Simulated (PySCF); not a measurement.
## SMILES COc1cc1=O, C₄H₄O₂

Molfile (atoms numbered from 1):
```
C4H4O2
     RDKit          3D

 10 10  0  0  0  0  0  0  0  0999 V2000
   -1.7079    0.2743    0.2105 C   0  0  0  0  0  0  0  0  0  0  0  0
   -0.6932   -0.4484    0.9191 O   0  0  0  0  0  0  0  0  0  0  0  0
    0.5052   -0.3577    0.3886 C   0  0  0  0  0  0  0  0  0  0  0  0
    1.7823   -0.7714    0.5559 C   0  0  0  0  0  0  0  0  0  0  0  0
    1.5019    0.0787   -0.5668 C   0  0  0  0  0  0  0  0  0  0  0  0
    1.8402    0.6890   -1.5481 O   0  0  0  0  0  0  0  0  0  0  0  0
   -1.8165   -0.1161   -0.8119 H   0  0  0  0  0  0  0  0  0  0  0  0
   -2.6361    0.1185    0.7714 H   0  0  0  0  0  0  0  0  0  0  0  0
   -1.4650    1.3462    0.1750 H   0  0  0  0  0  0  0  0  0  0  0  0
    2.4759   -1.3565    1.1607 H   0  0  0  0  0  0  0  0  0  0  0  0
  1  2  1  0
  2  3  1  0
  3  4  2  0
  4  5  1  0
  5  6  2  0
  5  3  1  0
  1  7  1  0
  1  8  1  0
  1  9  1  0
  4 10  1  0
M  END
```

Method: UKS PBE0/cc-pVDZ four-point reorganisation energy, gas phase in PySCF 2.14.0. Geometry: PBE0/cc-pVDZ.

Task: What is the inner reorganisation energy for hole transfer, with the ionisation energy?

Result: λ = 0.307 (surface of the oxidised species) + 0.503 (surface of the starting species) = 0.810 eV. The ionisation energy is 9.06 eV vertical and 8.75 eV adiabatic without zero-point energy; at the relaxed geometry of the oxidised species the two energies differ by 8.25 eV. Largest bond changes: C5–C3 1.448 → 1.528 Å, O2–C3 1.314 → 1.254 Å, C1–O2 1.433 → 1.477 Å, C4–C5 1.436 → 1.400 Å, C3–C4 1.353 → 1.337 Å. ⟨S²⟩ of the relaxed oxidised species 0.759.
